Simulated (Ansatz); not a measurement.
# Palladium, fcc: convergence with Fermi-Dirac smearing

Computed with Ansatz, LDA, scalar-relativistic PAW, on the relaxed cell (a = 3.841 Å; non-magnetic). Errors count from a run at 420 eV on a Γ-centred 23×23×23 mesh with Fermi-Dirac smearing of 0.05 eV, extrapolated to zero width. Fixed here: cutoff 420 eV, mesh 14×14×14.

```json
{"width (eV)": "0.01", "E(σ→0) error (meV/atom)": "10.7", "F error (meV/atom)": "10.5", "P (GPa)": "0.10", "SCF iterations": "14"}
{"width (eV)": "0.03", "E(σ→0) error (meV/atom)": "11.2", "F error (meV/atom)": "7.7", "P (GPa)": "0.08", "SCF iterations": "16"}
{"width (eV)": "0.2", "E(σ→0) error (meV/atom)": "-15.7", "F error (meV/atom)": "-109.7", "P (GPa)": "0.98", "SCF iterations": "16"}
{"width (eV)": "0.3", "E(σ→0) error (meV/atom)": "-41.6", "F error (meV/atom)": "-214.4", "P (GPa)": "1.85", "SCF iterations": "15"}
{"width (eV)": "0.6", "E(σ→0) error (meV/atom)": "-122.5", "F error (meV/atom)": "-652.8", "P (GPa)": "5.96", "SCF iterations": "14"}
{"width (eV)": "1.0", "E(σ→0) error (meV/atom)": "-244.2", "F error (meV/atom)": "-1518.0", "P (GPa)": "14.51", "SCF iterations": "13"}
```

Question: What does the run at 0.1 give (width)?

Answer: E(σ→0) error (meV/atom): 6.0; F error (meV/atom): -27.8; P (GPa): 0.28; SCF iterations: 20.
